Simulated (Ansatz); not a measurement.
System: phosphine, PH3, net charge 0, singlet state. 
Geometry from a B3LYP-D3(BJ)/def2-TZVP (Ansatz, a quantum-chemistry and plane-wave program) optimisation:
SMILES: P
```xyz
4

P      0.0029     0.0016     0.1282
H     -0.0038     1.1839    -0.6561
H      1.0120    -0.6137    -0.6568
H     -1.0521    -0.5944    -0.6098
```
Charge 0, spin multiplicity 1.

Wanted: vertical ionisation energy (to the doublet state of charge +1; each state is the SCF solution reached for its spin; the molecule has degenerate orbitals, so one determinant may break the symmetry), in eV. Cores are frozen in the correlated levels unless marked. UHF or UKS for open shells. No spin-orbit coupling. Non-relativistic. CBS marks a two-point X^-3 extrapolation of the correlation energy; Hartree-Fock from the larger set.

```csv
level,program,vertical ionisation energy (eV)
HF/def2-QZVPPD,Ansatz,9.43
wB97M-V/def2-TZVPD,Ansatz,10.57
B2PLYP/def2-TZVPD,Ansatz,10.47
MP2/def2-SVPD,Ansatz,10.27
```

### Question
Predict the CCSD(T)/CBS(def2-TZVPPD,def2-QZVPPD) result (Ansatz).

### Answer
10.61 eV
